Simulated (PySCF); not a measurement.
Thiazole, C3H3NS.
SMILES with atom numbers: `[cH:1]1[cH:2][s:3][cH:4][n:5]1`

Geometry (GFN2-xTB, Å), atoms numbered from 1 in this order:
```
atom  x, y, z in Å
C1     0.558    0.819    0.371
C2     1.009   -0.426    0.677
S3    -0.272   -1.567    0.569
C4    -1.319   -0.257    0.115
N5    -0.757    0.891    0.057
H6     1.148    1.717    0.360
H7     1.996   -0.735    0.955
H8    -2.355   -0.432   -0.094
```

NICS is the negative of the GIAO shielding at a point without a nucleus: at the ring centre (0) and 1 Å above and below it (1); zz is the component along the ring normal. Level: GIAO PBE0/pcSseg-1 (PySCF, non-relativistic, gas phase) on the GFN2-xTB geometry, one conformer.

Ring bond lengths (Å), with Mayer bond orders in brackets: C1–C2 1.359 (1.56), C2–S3 1.719 (1.19), S3–C4 1.738 (1.14), C4–N5 1.280 (1.68), N5–C1 1.353 (1.29).

Problem. What do the NICS probes read (ppm)?

Solution. 
| ring | type | NICS(0) | NICS(1), two faces | NICS(1)zz, two faces | rms pucker (Å) | centre to ring atoms, mean (Å) |
| --- | --- | --- | --- | --- | --- | --- |
| C1–C2–S3–C4–N5 | 5-membered ring with N and S; formal bonds all aromatic | -13.4 | -12.5 / -12.5 | -30.8 / -30.8 | 0.00 | 1.26 |

Problem. What can be read from them?

Solution. 
- C1–C2–S3–C4–N5: mean NICS(1)zz -30.8 ppm, shielded. The ring is flat and has no four-coordinate atom; by the NICS criterion it is aromatic.

Problem. What does the geometric index give? HOMA takes Krygowski's 1993 parameters.

Solution. 
- C1–C2–S3–C4–N5: HOMA 0.79; the largest term is that of S3–C4, α(R − Ropt)² = 0.35. The geometric and the magnetic index point the same way.

Hardware: one thread, x86-64 server, no GPU, on a shared host. Cost: 4.1 s wall. This is the whole shielding run at PBE0/pcSseg-1, SCF included.
